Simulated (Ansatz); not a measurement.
A CCSD(T) single point on CH7Si2 (`C[SiH2][SiH2]`) radical.

```yaml
crystal:
  periodic: [false, false, false]
  atoms:
    - {symbol: C, position_ang: [-1.005754, 0.751027, -0.947945]}
    - {symbol: Si, position_ang: [-0.240657, -0.705881, -0.049442]}
    - {symbol: Si, position_ang: [1.346392, 0.024774, 1.489637]}
    - {symbol: H, position_ang: [-1.751541, 0.407055, -1.668130]}
    - {symbol: H, position_ang: [-0.243548, 1.314562, -1.490405]}
    - {symbol: H, position_ang: [-1.493996, 1.428178, -0.244299]}
    - {symbol: H, position_ang: [0.372101, -1.644544, -1.035132]}
    - {symbol: H, position_ang: [-1.279071, -1.465856, 0.700898]}
    - {symbol: H, position_ang: [1.955937, -1.040339, 2.333131]}
    - {symbol: H, position_ang: [2.423236, 0.879825, 0.914586]}
basis:
  gaussian: {orbitals: def2-TZVPP}
magnetization: {spin_polarized: true, initial_magnetization: 1}
correlation: {method: ccsd_t}
scf: {omitted_lower_state_checks: [cluster_reference]}
output: {orbitals: {seedname: orbitals}}
```

```sh
$ ansatz run in.yaml --threads 4 --pin off --events-out ev --progress --plain --max-ram 10444MiB
```

Log, shortened:

```
Functional definition: HF
1195 factors; integrals over basis functions are off by at most 7.3e-4 eV
mean field evaluation 1: about -16863.3606 eV, gradient 1.9e1 eV
mean field evaluation 2: about -16863.3627 eV, gradient 1.9e1 eV
mean field evaluation 4: about -16865.8268 eV, gradient 2.3e0 eV
mean field evaluation 8: about -16865.9032 eV, gradient 1.9e-3 eV
mean field -16865.90315339 eV, -619.8105087672 hartree, gradient 6.9e-6 eV, S^2 0.760131; 0 other end points of the search recorded, 0 dependent functions left out
11 core orbitals not correlated: weight in the atoms' cores, before any rotation towards them, 1.000 or more for the frozen orbitals, at most 0.000 for the correlated occupied ones
reference -16865.90315339 eV, -619.8105087672 hartree; 10, 9 occupied and 192, 193 virtual orbitals, 1195 factors
second order -11.28381842 eV of doubles, -0.00000000 eV of singles
cycle   1  -12.35066753 eV  change    -1.1e0 eV  update   8.3e-2
cycle   2  -12.77537094 eV  change   -4.2e-1 eV  update   2.8e-2
cycle   3  -12.81299191 eV  change   -3.8e-2 eV  update   9.8e-3
cycle   4  -12.80977107 eV  change    3.2e-3 eV  update   3.9e-3
cycle   5  -12.80894528 eV  change    8.3e-4 eV  update   1.4e-3
cycle   6  -12.80876387 eV  change    1.8e-4 eV  update   6.3e-4
cycle   7  -12.80894685 eV  change   -1.8e-4 eV  update   2.8e-4
cycle   8  -12.80905147 eV  change   -1.0e-4 eV  update   1.2e-4
cycle   9  -12.80904018 eV  change    1.1e-5 eV  update   5.6e-5
cycle  10  -12.80903064 eV  change    9.5e-6 eV  update   2.6e-5
cycle  11  -12.80903546 eV  change   -4.8e-6 eV  update   1.2e-5
perturbative correction -0.45681399 eV, -0.0167876044 hartree
Total energy: -16879.16900284 eV, -620.2980197426 hartree
Checks for a lower state left out: cluster_reference
```

Run time 100 s (4 threads of an Arm Neoverse V1 on a shared host); peak host memory 7.1 GiB.

Correlation energy per correlated electron: -0.698 eV. T1 diagnostic: 0.0134.
